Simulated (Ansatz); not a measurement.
**What a trial cell of SiGe2N2 relaxes into**

The calculation used DFT PBE, scalar-relativistic, plane waves, PAW in Ansatz.

SiGe2N2 was placed on the ThCr2Si2 structure type (I4/mmm, No. 139), with Si in place of Th, Ge in place of Cr, N in place of Si, at a guessed volume.

Input of the last, converged step (default PAW datasets):

```yaml
crystal:
  lattice:
    - [-2.0815263764, 2.0815263764, 4.3714523734]
    - [2.0815263764, -2.0815263764, 4.3714523734]
    - [2.0815263764, 2.0815263764, -4.3714523734]
  atoms:
    - { symbol: Si, position: [0.0, 0.0, 0.0] }
    - { symbol: Ge, position: [0.25, 0.75, 0.5] }
    - { symbol: Ge, position: [0.75, 0.25, 0.5] }
    - { symbol: "N", position: [0.7404049864, 0.7404049864, 0.0] }
    - { symbol: "N", position: [0.2595950136, 0.2595950136, 0.0] }
basis:
  ecutwfc: 420
kpoints:
  mp_grid: { grid: [12, 12, 12] }
hamiltonian:
  xc: pbe
scf:
  occupations: { method: gaussian, width: 0.1 }
output:
  forces: true
  stress: true
  eigenvalues: true
  write_density: true
  write_potential: true
  elf: true
  volumetric_format: npy
relax:
  adjacent_minimum: "off"
  f_tol: 0.01
  max_steps: 80
  cell: { stress_tol: 0.05 }
```

Launched as:

```bash
ansatz run input.yaml --threads 1 --pin off --max-ram 2560MiB --backend cpu --events-out ev --progress --plain --runs-dir out
```

Time: 10 min on 1 thread of Arm Neoverse V2 (shared host), peak memory 0.55 GiB.

The program printed at the end:

```
SCF converged after 6 iterations
Free energy (F): -9990.195764 eV
Harris-Foulkes:  -9990.195764 eV  (|F-HF|=0.00e0)
Internal energy: -9990.191402 eV  (E = F + TS)
E sigma→0 (E₀):  -9990.193583 eV
Entropy (-TS):   -0.004362 eV (-0.872 meV/atom)
Fermi energy:    8.278000 eV
--- Per-component energies (eV) ---
  E_band       = -294.376499
  E_kinetic    = 514.787432
  E_local      = -5265.056817  (includes V_loc(G=0)·N_el)
  E_nonlocal   = 946.350526
  E_hartree    = 2240.513463
  E_xc         = -324.503356
  E_vxc        = -325.489240  (∫ρ·V_xc dr)
  E_paw        = -4795.359984  (= ΣΔE_a)
  E_vpaw       = -645.996085  (= ΣTr[D̂ρ^β])
  E_aug_tail   = 0.000771  (compensation charges beyond the density's cutoff)
  E_ewald      = -3306.923438
  E_smearing   = -0.004362  (= −TS)
  E_closure    =  0.000000  (closes the sum)
  Σ components = -9990.195764   (vs F -9990.195764, Δ=0.00e0)
--- Forces (eV/Å), atoms counted from 1 ---
  atom   1  Si     0.00000000     0.00000000     0.00000000
  atom   2  Ge     0.00000000     0.00000000     0.00000000
  atom   3  Ge     0.00000000     0.00000000     0.00000000
  atom   4  N      0.00000000     0.00000000     0.00256424
  atom   5  N      0.00000000     0.00000000    -0.00256424
  max |Σ_I F_I| component: 1.73e-17 eV/Å
--- Stress (GPa, compression-positive) ---
        0.029586       0.000000       0.000000
        0.000000       0.029586       0.000000
        0.000000       0.000000       0.019578
  P = ⅓ Tr σ = 0.0262 GPa (0.262 kbar)
--- Relaxed structure (22 steps of the walk, 21 accepted, 3 SCFs on fresh bases) ---
  F+E_penalty+E_count = -9990.19576425 eV   max|allowed force component| = 2.564e-3 eV/Å   (the final SCF, on the basis selected at the relaxed cell)
  cell:  # Å, volume = 78.0184 Å³
    - [-2.442229, 2.442229, 3.270124]
    - [2.442229, -2.442229, 3.270124]
    - [2.442229, 2.442229, -3.270124]
  atoms:
    - { symbol: Si, position: [0.000000, 0.000000, 0.000000] }
    - { symbol: Ge, position: [0.250000, 0.750000, 0.500000] }
    - { symbol: Ge, position: [0.750000, 0.250000, 0.500000] }
    - { symbol: N, position: [0.746363, 0.746363, 0.000000] }
    - { symbol: N, position: [0.253637, 0.253637, 0.000000] }
```

Absolute energies hang on the potentials; compare differences alone.

The result has space group I4/mmm (No. 139). Si has 2 N at 1.66 Å; Ge has 4 N at 2.44 Å; N is coordinated by 1 Si at 1.66 Å.

Against the elements it lies at 0.72 eV/atom. The zero of energy is the elements' standard structures at the same level (N₂ as a molecule); no fitted shifts are applied.

For metals, differences of a few meV/atom aren't resolved.

A structure relaxed within its symmetry needn't be a true minimum.